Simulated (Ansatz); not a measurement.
For bcc Cs, LDA in Ansatz (plane waves, PAW) gives:

- equilibrium lattice constant a = 5.766 Å
- bulk modulus B0 = 2.44 GPa
- cohesive energy = 0.87 eV/atom
- elastic constant C11 = 2.78 GPa
- elastic constant C44 = 1.70 GPa
- Voigt–Reuss–Hill shear modulus = 0.79 GPa

What does HSE06 in Ansatz (plane waves, PAW) give for the same quantities?


- lattice constant a: 6.247 Å (goes up by 8.3 %)
- bulk modulus: 1.92 GPa (drops by 21 %)
- cohesive energy: 0.69 eV/atom (falls by 0.18 eV/atom)
- elastic constant C11: 2.10 GPa (shrinks by 24 %)
- elastic constant C44: 1.20 GPa (decreases by 29 %)
- Voigt–Reuss–Hill shear modulus: 0.55 GPa (shrinks by 30 %)

For comparison: lattice constant a 6.039 Å (measured, low-temperature or extrapolated to 0 K; zero-point anharmonic expansion removed; as tabulated in Csonka et al. (2009), arXiv:0903.4037); bulk modulus 2.11 GPa (measured, corrected for temperature and zero-point phonon effects, our sources range from 2.11 to 2.35; as tabulated in Levämäki et al. (2014), arXiv:1402.3671); cohesive energy 0.81 eV/atom (measured, static lattice: zero-point vibration energy added; as tabulated in Mejia-Rodriguez and Trickey (2018), arXiv:1807.09216); elastic constant C11 2.6 GPa (measured, temperature not stated, not corrected to a static lattice; as tabulated in arXiv:1601.06701); elastic constant C44 1.6 GPa (measured, temperature not stated, no zero-point or thermal correction; as tabulated in arXiv:1601.06701).

Changes are worked out from the printed values.

Unless a cell is named, each level is at its own relaxed cell (LDA 95.85, HSE06 121.87 Å³/atom).

Caveats: hybrids on metals are sensitive to the k mesh (HSE06). Ansatz's density-functional and Hartree–Fock values are scalar-relativistic unless marked +SOC, with PAW data made under PBE.

Ansatz is a program for electronic structure.
